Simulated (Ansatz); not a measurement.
System: zinc-blende InP. Method: r²SCANh (Ansatz, a quantum-chemistry and plane-wave program, PAW).

Total energies, extrapolated to zero smearing (they compare only within this program, potentials and cutoff; free atoms with spin allowed, lowest state found):

| system | energy (eV/atom) |
|---|---|
| zinc-blende InP, relaxed | -3185.7933 |
| free In atom | -5609.3573 |
| free P atom | -755.7437 |

### Question
Work out the cohesive energy per atom.

### Answer
E_coh = [1 × (-5609.3573) + 1 × (-755.7437)]/2 − (-3185.7933) = 3.24 eV/atom. The reference value is 3.47 eV/atom (measured, static lattice: zero-point vibration energy added, our sources range from 3.38 to 3.47; as tabulated in Mejia-Rodriguez and Trickey (2018), arXiv:1807.09216), not set against a level without spin–orbit coupling.

Spin–orbit coupling is left out; its size isn't shown.

The PAW data were made under PBE.
